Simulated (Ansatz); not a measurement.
We consider rock-salt TiN, described by r²SCAN0 (Ansatz, a program for electronic structure, plane waves, PAW).

Settings: plane-wave cutoff 520 eV, 12×12×12 k mesh, Fermi–Dirac smearing 0.05 eV, no spin polarisation, scalar-relativistic PAW data made under PBE.

Computed at the level's own relaxed cell.

Problem. Estimate the volume per atom, bulk modulus B0, lattice constant a and pressure derivative B′ of the bulk modulus that the calculation returns.

Solution. 
volume per atom: 9.28 Å³/atom
bulk modulus B0: 323 GPa
lattice constant a: 4.202 Å
pressure derivative B′ of the bulk modulus: 4.1

Measured, for comparison: equilibrium volume per atom 9.52 Å³/atom, lattice constant a 4.239 Å (temperature not stated, not corrected to a static lattice; as tabulated in Zhang et al. (2018), doi:10.1088/1367-2630/aac7f0); bulk modulus 288 GPa (temperature not stated, not corrected to a static lattice; as tabulated in Krasnenko and Brik (2013), arXiv:1306.3139). Computed (rounded) less measured: equilibrium volume per atom -2.5 %, bulk modulus +12 %, lattice constant a -0.9 %. A static lattice is as a rule a little smaller and stiffer than an uncorrected measurement, which narrows the difference in the lattice constant a and would widen misses of the other sign.

Note: the run has no spin polarisation, so it can have missed a magnetic state.

The computed numbers hold no vibrational or temperature effects.
